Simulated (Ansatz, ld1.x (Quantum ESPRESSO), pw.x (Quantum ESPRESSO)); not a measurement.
pw.x on fcc Cu: one setting changed

Potential: PAW, ld1.x (Quantum ESPRESSO) 7.5, PBEsol; core [Ne], reference 3s2 3p6 3d10 4s0.5 4p0.5; waves: 3s (bound): rcut 1.05, rcutus 1.25 bohr; 4s (bound): rcut 1.05, rcutus 1.25 bohr; 3p (bound): rcut 1.30, rcutus 1.45 bohr; 4p (bound): rcut 1.30, rcutus 1.45 bohr; 3d (bound): rcut 1.20, rcutus 1.30 bohr; 3d channel at 0.05 Ry: rcut 1.20, rcutus 1.30 bohr; local part: all-electron potential smoothed inside 1.40 bohr (lloc = -2); core correction: Bessel-smoothed model core inside 0.65 bohr; augmentation: GAUSS, radius 1.05 bohr.

The reference run (k-mesh 16³, cutoffs 170/900 Ry, Fermi–Dirac 0.01 Ry, mixing_beta 0.4, conv_thr 1e-9, no spin) gives -0.88 GPa at 11.357 Å³/atom, where all-electron LAPW gives -0.53 GPa. This run, with its own iteration cap, changes smearing to mp.

```
&control
  calculation='scf', prefix='x', pseudo_dir='./', outdir='./tmp', tstress=.true., disk_io='none'
/
&system
  ibrav=0, nat=1, ntyp=1, ecutwfc=170, ecutrho=900, nbnd=18,
  occupations='smearing', smearing='mp', degauss=0.01
/
&electrons
  conv_thr=1e-09, mixing_beta=0.4, electron_maxstep=60
/
ATOMIC_SPECIES
Cu 1.0 Cu.UPF
CELL_PARAMETERS angstrom
  0.00000000 1.78406721 1.78406721
  1.78406721 0.00000000 1.78406721
  1.78406721 1.78406721 0.00000000
ATOMIC_POSITIONS crystal
Cu 0.0000 0.0000 0.0000
K_POINTS automatic
16 16 16 0 0 0
```

```bash
pw.x < Cu.scf.in > Cu.scf.out
```

How does the run end?

It converges in 14 iterations; the free energy moves by +9.6 meV/atom and the pressure by +0.01 GPa. This scheme is built to cancel the term in the square of the width that Fermi–Dirac smearing leaves in the F of a metal.

```
Message from routine setup:
     using ibrav=0 with symmetry is DISCOURAGED, use correct ibrav instead
     lattice parameter (alat)  =       4.7679  a.u.
     unit-cell volume          =      76.6408 (a.u.)^3
     number of electrons       =        19.00
     number of Kohn-Sham states=           18
     kinetic-energy cutoff     =     170.0000  Ry
     charge density cutoff     =     900.0000  Ry
     scf convergence threshold =      1.0E-09
     Exchange-correlation= SLA  PW   PSX  PSC
     number of k points=   145  Methfessel-Paxton smearing, width (Ry)=  0.0100
     iteration #  1     ecut=   170.00 Ry     beta= 0.40
     total energy              =    -483.94504783 Ry
     estimated scf accuracy    <       0.70146818 Ry
     iteration #  2     ecut=   170.00 Ry     beta= 0.40
     total energy              =    -484.12674509 Ry
     estimated scf accuracy    <       0.39743996 Ry
     iteration #  3     ecut=   170.00 Ry     beta= 0.40
     total energy              =    -484.19047398 Ry
     estimated scf accuracy    <       0.00161039 Ry
     iteration #  4     ecut=   170.00 Ry     beta= 0.40
     total energy              =    -484.19144538 Ry
     estimated scf accuracy    <       0.00314363 Ry
     iteration #  5     ecut=   170.00 Ry     beta= 0.40
     total energy              =    -484.19181264 Ry
     estimated scf accuracy    <       0.00006375 Ry
     iteration #  6     ecut=   170.00 Ry     beta= 0.40
     total energy              =    -484.19182635 Ry
     estimated scf accuracy    <       0.00001047 Ry
     [... 2 iterations left out ...]
     iteration #  9     ecut=   170.00 Ry     beta= 0.40
     total energy              =    -484.19182775 Ry
     estimated scf accuracy    <       0.00000005 Ry
     iteration # 10     ecut=   170.00 Ry     beta= 0.40
     total energy              =    -484.19182776 Ry
     estimated scf accuracy    <       0.00000009 Ry
     iteration # 11     ecut=   170.00 Ry     beta= 0.40
     total energy              =    -484.19182777 Ry
     estimated scf accuracy    <          7.6E-09 Ry
     iteration # 12     ecut=   170.00 Ry     beta= 0.40
     total energy              =    -484.19182777 Ry
     estimated scf accuracy    <          1.6E-09 Ry
     iteration # 13     ecut=   170.00 Ry     beta= 0.40
     total energy              =    -484.19182777 Ry
     estimated scf accuracy    <          2.1E-09 Ry
     iteration # 14     ecut=   170.00 Ry     beta= 0.40
     the Fermi energy is    16.5672 ev
!    total energy              =    -484.19182777 Ry
     estimated scf accuracy    <          9.6E-10 Ry
     smearing contrib. (-TS)   =       0.00000246 Ry
     The total energy is F=E-TS. E is the sum of the following terms:
     one-electron contribution =    -240.35103829 Ry
     hartree contribution      =     145.70472065 Ry
     xc contribution           =     -41.62252246 Ry
     ewald contribution        =    -245.46716304 Ry
     one-center paw contrib.   =    -102.45582708 Ry
     convergence has been achieved in  14 iterations
          total   stress  (Ry/bohr**3)                   (kbar)     P=       -8.63
     Message from routine punch:
     Nothing written, as per user request (disk_io='none')
```

The run took about 2.5 min on one core of a shared host (AMD EPYC 7R43 64-Core Processor, 256 threads, 1004 GiB, load 136).
